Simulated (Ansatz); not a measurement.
Ansatz (an electronic-structure program) input (CCSD(T)/aug-cc-pVDZ):

Ansatz 0.2 input:
```yaml
crystal:
  periodic: [false, false, false]
  atoms:
    - {symbol: C, position_ang: [0.11024116, 0.06590209, 0.32628565]}
    - {symbol: C, position_ang: [-0.13743074, -0.05229680, 1.54461501]}
    - {symbol: C, position_ang: [0.03000625, -0.00054766, -1.11925553]}
    - {symbol: H, position_ang: [0.00605369, 0.99817219, -1.56053825]}
    - {symbol: H, position_ang: [0.86832098, -0.56246323, -1.53665800]}
    - {symbol: H, position_ang: [-0.89127470, -0.51405474, -1.41267451]}
basis:
  gaussian:
    orbitals: aug-cc-pVDZ
magnetization: {spin_polarized: true, initial_magnetization: 1}
correlation: {method: ccsd_t, electrons: outside_noble_gas}
output: {forces: true}
```

Output:

```
Functional definition: HF
integrals: 0.19 GiB planned
969 factors; integrals over basis functions are off by at most 1.0e-3 eV
mean field: 0.28 GiB planned
mean field evaluation 1: about -3132.4584 eV, gradient 1.6e1 eV
mean field evaluation 2: about -3132.4607 eV, gradient 1.6e1 eV
mean field evaluation 4: about -3134.6537 eV, gradient 2.6e0 eV
mean field evaluation 8: about -3134.7897 eV, gradient 4.3e-1 eV
mean field evaluation 16: about -3134.8028 eV, gradient 2.8e-6 eV
mean field evaluation 32: about -3134.8027 eV, gradient 3.0e-2 eV
mean field evaluation 64: about -3133.2886 eV, gradient 8.7e0 eV
mean field evaluation 96: about -3134.8028 eV, gradient 1.5e-6 eV
mean field evaluation 128: about -3134.4939 eV, gradient 4.0e0 eV
mean field evaluation 160: about -3134.7747 eV, gradient 2.6e-1 eV
mean field evaluation 192: about -3134.8016 eV, gradient 1.3e-1 eV
mean field evaluation 224: about -3134.7142 eV, gradient 6.3e-1 eV
mean field evaluation 256: about -3134.7126 eV, gradient 1.1e-1 eV
mean field evaluation 288: about -3134.2223 eV, gradient 1.7e-3 eV
mean field evaluation 320: about -3134.8028 eV, gradient 1.2e-2 eV
mean field -3134.87508176 eV, -115.2045343600 hartree, gradient 3.9e-6 eV, S^2 1.260355; 11 other end points of the search recorded, 0 dependent functions left out
determinant -3134.87508176 eV, -115.2045343600 hartree, with singles and doubles -3145.69011799 eV, -115.6019796109 hartree
determinant -3134.80277274 eV, -115.2018770524 hartree, with singles and doubles -3145.61850823 eV, -115.5993480006 hartree
determinant -3134.71429191 eV, -115.1986254419 hartree, with singles and doubles -3145.46918391 eV, -115.5938604330 hartree
determinant -3134.56830405 eV, -115.1932604871 hartree, with singles and doubles -3145.76745230 eV, -115.6048215941 hartree
determinant -3134.22234095 eV, -115.1805465777 hartree, with singles and doubles -3145.44150190 eV, -115.5928431380 hartree
determinant -3134.87508176 eV, -115.2045343600 hartree, with singles and doubles -3145.73131682 eV, -115.6034936400 hartree
determinant -3134.80277274 eV, -115.2018770524 hartree, with singles and doubles -3145.73060901 eV, -115.6034676283 hartree
determinant -3134.71429191 eV, -115.1986254419 hartree, with singles and doubles -3145.45082869 eV, -115.5931858911 hartree
determinant -3134.56830405 eV, -115.1932604871 hartree, with singles and doubles -3145.75861236 eV, -115.6044967326 hartree
determinant -3134.22234095 eV, -115.1805465777 hartree, with singles and doubles -3145.27740916 eV, -115.5868128409 hartree
mean field evaluation 352: about -3134.5683 eV, gradient 9.4e-6 eV
3 core orbitals not correlated
reference -3134.56830405 eV, -115.1932604871 hartree; 8, 7 occupied and 85, 86 virtual orbitals, 969 factors
densities: 1.14 GiB planned
second order -10.25020742 eV of doubles, -0.00000000 eV of singles
coupled cluster: 0.71 GiB planned
cycle   1  -11.19031132 eV  change   -3.0e-6 eV  update   5.1e-6
cycle   2  -11.19031010 eV  change    1.2e-6 eV  update   2.2e-6
cycle   3  -11.19030916 eV  change    9.4e-7 eV  update   1.5e-6
coupled cluster: 0.71 GiB planned
perturbative correction -0.50000900 eV, -0.0183749917 hartree
the calculation of the forces begins
Total energy: -3146.25862221 eV, -115.6228717553 hartree
Atom 0 at     0.110241     0.065902     0.326286 Å, force     0.284475     0.167225     0.656778 eV/Å
Atom 1 at    -0.137431    -0.052297     1.544615 Å, force    -0.132409    -0.064228     0.583598 eV/Å
Atom 2 at     0.030006    -0.000548    -1.119256 Å, force    -0.276529    -0.165490    -0.830308 eV/Å
Atom 3 at     0.006054     0.998172    -1.560538 Å, force     0.065152     0.388012    -0.143130 eV/Å
Atom 4 at     0.868321    -0.562463    -1.536658 Å, force     0.364962    -0.154622    -0.134827 eV/Å
Atom 5 at    -0.891275    -0.514055    -1.412675 Å, force    -0.305650    -0.170897    -0.132111 eV/Å
Dipole moment:     0.054202     0.023897    -0.395438 e Å
```

It need not be the lowest isomer of its formula.
